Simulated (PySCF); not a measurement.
Structure problem from calculated spectra and properties.

Formula: C4H6N2.

| Property | Result |
| --- | --- |
| Triplet | lowest triplet excitation (Tamm–Dancoff): 4.69 eV [TDA CAM-B3LYP/def2-SVPD] |
| Rotational structure | rotational constants A, B, C: 9.045, 3.756, 2.700 GHz [PBE0-D3(BJ)/def2-SVP] |
| Valence photoelectron | vertical ionisation energy: 9.22 eV [ΔSCF CAM-B3LYP/def2-SVPD] |
| Polarisability | 59.7 au [CAM-B3LYP/def2-SVPD] |
| 1H NMR | chemical shifts (computed TMS as zero) by class: 7.47 (1 H), 7.15 (1 H), 6.29 (1 H), 3.77 (3 H) ppm [GIAO PBE/pcSseg-2] |
| 13C NMR | chemical shifts (computed TMS as zero) by class: 144.8 (1 C), 131.9 (1 C), 111.6 (1 C), 41.0 (1 C) ppm [GIAO PBE/pcSseg-2] |
| Couplings | largest of the computed one-bond spin–spin couplings (means over like bonds): 13C–1H +194.7, 13C–1H +193.4, 13C–1H +185.4, 13C–1H +144.6 (×3), 13C–13C +73.4, 13C–13C +56.5, 15N–13C -17.8, 15N–13C -14.7 Hz [B3LYP/pcJ-1, spin–dipole term left out for some pairs] |
| NMR, other nuclei | isotropic shieldings of nuclei other than C and H, by class: -81 (1 N), 31 (1 N) ppm [GIAO PBE/pcSseg-2] |
| XPS | C1s 290.1, C1s 290.7, C1s 291.1, C1s 292.2, N1s 404.9, N1s 406.8 eV [ΔSCF SCAN, pcX-2 on the ionised atom, pcseg-1 elsewhere, spin-free X2C] |

The electronic properties come from PySCF, for the isolated species, density fitting. Levels stand in brackets. Geometry: PBE0-D3(BJ)/def2-SVP; no solvent, vibrations or thermal averaging. Each NMR value is the plain mean over a class of atoms that symmetry, rotation or inversion makes alike.

Problem. What is the compound? Reason from the data.

Solution. Numbering: `[CH3:1][n:2]1[cH:3][cH:4][cH:5][n:6]1`. Its formula, C4H6N2, gives 3 degrees of unsaturation: 1 ring and 2 π bonds in the structure found (Kekulé form). 4 carbons fall into 4 classes; from least to most shielded: aromatic CH next to a ring nitrogen [C5] (144.8 ppm), aromatic CH next to a ring nitrogen [C3] (131.9 ppm), aromatic CH carbon [C4] (111.6 ppm), N-methyl carbon [C1] (41.0 ppm). Hydrogen classes from least to most shielded: 1 H on an aromatic CH next to a ring nitrogen, C5 (7.47 ppm), 1 H on an aromatic CH next to a ring nitrogen, C3 (7.15 ppm), 1 H on an aromatic CH carbon, C4 (6.29 ppm), 3 H on an N-methyl carbon, C1 (3.77 ppm). The other shieldings belong to: -81 ppm, pyridine-type nitrogen [N6]; 31 ppm, pyrrole-type nitrogen [N2]. The couplings run between: +194.7 Hz, aromatic CH next to a ring nitrogen [C5] and its hydrogen; +193.4 Hz, aromatic CH next to a ring nitrogen [C3] and its hydrogen; +185.4 Hz, aromatic CH carbon [C4] and its hydrogen; +144.6 Hz, N-methyl carbon [C1] and its hydrogen (with 2 like pairs); +73.4 Hz, aromatic CH next to a ring nitrogen [C3] and aromatic CH carbon [C4]; +56.5 Hz, aromatic CH carbon [C4] and aromatic CH next to a ring nitrogen [C5]; -17.8 Hz, pyrrole-type nitrogen [N2] and N-methyl carbon [C1]; -14.7 Hz, pyrrole-type nitrogen [N2] and aromatic CH next to a ring nitrogen [C3]. The core levels belong to: C1s 290.1 eV, aromatic CH carbon [C4]; C1s 290.7 eV, aromatic CH next to a ring nitrogen [C5]; C1s 291.1 eV, aromatic CH next to a ring nitrogen [C3]; C1s 292.2 eV, N-methyl carbon [C1]; N1s 404.9 eV, pyridine-type nitrogen [N6]; N1s 406.8 eV, pyrrole-type nitrogen [N2]. The first electron is taken from the HOMO, whose largest Löwdin shares are 0.34 on the aromatic CH carbon, 0.17 on the pyrrole-type nitrogen, 0.14 on an aromatic CH next to a ring nitrogen and 0.12 on an aromatic CH next to a ring nitrogen. By its constants the optimised geometry is an asymmetric top. Structure: `Cn1cccn1`. Computed isomers that give other values at the same levels: `Cn1ccnc1` (vertical ionisation energy: 8.76 eV); `C/N=C/CC#N` (rotational constant A: 14.034 GHz; this holds for the one conformer computed); `C=C(C#N)CN` (rotational constant A: 4.589 GHz; this holds for the one conformer computed). The assignments are read from this structure; whether some other isomer fits the data as well wasn't checked.
